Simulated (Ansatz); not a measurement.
## Ansatz (development build ahead of 0.2.0) run

```yaml
crystal:
  periodic: [false, false, false]
  atoms:
    - { symbol: Cl, position_ang: [0.0, 0.0, 0.0] }
    - { symbol: H, position_ang: [1.93257, 0.0, 1.62162] }
    - { symbol: H, position_ang: [-2.13395, 0.0, 1.7906] }
basis:
  gaussian: { orbitals: "6-31G" }
magnetization:
  initial_magnetization: 1
hamiltonian:
  xc: hf
correlation:
  method: fci
  frozen_orbitals: { Cl: 5, H: 0 }
```

The input is written out in the form of the current development build from the run's settings.

Results

- Converged: yes
- Total energy: -460.48456 hartree
- State: lowest doublet root, of any spatial symmetry
